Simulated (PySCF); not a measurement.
**S2: everyday levels beside a composite calculation**

PySCF; the state is a triplet (π ↑↑). The composite is CCSD(T) extrapolated to the basis-set limit from two correlation-consistent sets, with core-valence (CV) and scalar-relativistic (SR) terms as its label shows; it has no spin–orbit coupling and nothing beyond (T). Here it is CCSD(T)/CBS(TQ)+SR. It gives Re = 1.892 Å, ωe = 733 cm⁻¹ and De = 4.46 eV to S + S.

| level | basis | relativity | Re (Å) | ωe (cm⁻¹) | De (eV) |
| --- | --- | --- | --- | --- | --- |
| ROHF | x2c-TZVPPall | spin-free X2C | 1.862 | 820 | 2.11 |
| ROHF-MP2 | x2c-TZVPPall | spin-free X2C | 1.909 | 699 | 4.57 |
| ROHF-SCS-MP2 | x2c-TZVPPall | spin-free X2C | 1.901 | 723 | 4.26 |
| PBE | 6-311G(d,p) | no relativity | 1.935 | 667 | 4.57 |
| r²SCAN | 6-311G(d,p) | no relativity | 1.918 | 696 | 4.37 |
| r²SCAN | aug-pcseg-1 | no relativity | 1.920 | 716 | 4.55 |
| r²SCANh | x2c-TZVPPall | spin-free X2C | 1.890 | 744 | 4.67 |
| B3LYP | aug-pcseg-1 | no relativity | 1.930 | 702 | 4.21 |
| PBE0 | 6-31G(d,p) | no relativity | 1.906 | 738 | 4.26 |
| HSE06 | aug-pcseg-1 | no relativity | 1.911 | 736 | 4.34 |

Task: Give the difference of each row from the composite.

Result: 

| level | basis | ΔRe (pm) | Δωe (%) | ΔDe (eV) |
| --- | --- | --- | --- | --- |
| ROHF | x2c-TZVPPall | -3.0 | +11.9 | -2.35 |
| ROHF-MP2 | x2c-TZVPPall | +1.7 | -4.6 | +0.11 |
| ROHF-SCS-MP2 | x2c-TZVPPall | +0.9 | -1.4 | -0.20 |
| PBE | 6-311G(d,p) | +4.3 | -9.0 | +0.11 |
| r²SCAN | 6-311G(d,p) | +2.6 | -5.0 | -0.09 |
| r²SCAN | aug-pcseg-1 | +2.8 | -2.3 | +0.09 |
| r²SCANh | x2c-TZVPPall | -0.2 | +1.5 | +0.21 |
| B3LYP | aug-pcseg-1 | +3.8 | -4.2 | -0.25 |
| PBE0 | 6-31G(d,p) | +1.4 | +0.7 | -0.20 |
| HSE06 | aug-pcseg-1 | +1.9 | +0.4 | -0.12 |

Task: Which rows come closest in De?

Result: r²SCAN in 6-311G(d,p) (-0.09 eV); r²SCAN in aug-pcseg-1 (+0.09 eV), counted from the composite.

Measured (Huber and Herzberg, Constants of Diatomic Molecules (1979)): Re = 1.8892 Å, ωe = 725.65 cm⁻¹; the composite is off by +3.0 mÅ and +7.7 cm⁻¹.

Correlated steps freeze 10 core orbitals. The state was picked by a PBE0 search and need not be the measured ground state.
